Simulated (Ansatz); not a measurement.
Mulliken charges of `C[S]=O` radical from ωB97M-V/def2-TZVPP in Ansatz (PBE0-D4/def2-TZVP geometry).

```tsv
atom	x (Å)	y (Å)	z (Å)	charge (e)
C1	-0.239	0.433	-0.207	-0.368
S2	-0.180	-1.120	0.690	0.369
O3	1.232	-1.596	0.617	-0.413
H4	-1.266	0.803	-0.168	0.127
H5	0.436	1.150	0.264	0.143
H6	0.060	0.266	-1.243	0.143
```

Q: By hand: the dipole of these point charges (1 e Å = 4.8032 D).

A: Σ q r = (-0.577, 0.391, -0.085) e Å, of length 0.702 e Å = 3.37 D.

Q: How does the dipole of the full density compare? (An estimate is asked.)

A: Computed: (-0.428, 0.442, -0.153) e Å, 3.05 D; the point charges give 1.10 times that, at 14° from its direction.

Point charges leave out the atoms' own dipoles, such as those of lone pairs, and Mulliken's split depends on the basis, so the close match here is no proof of good charges.
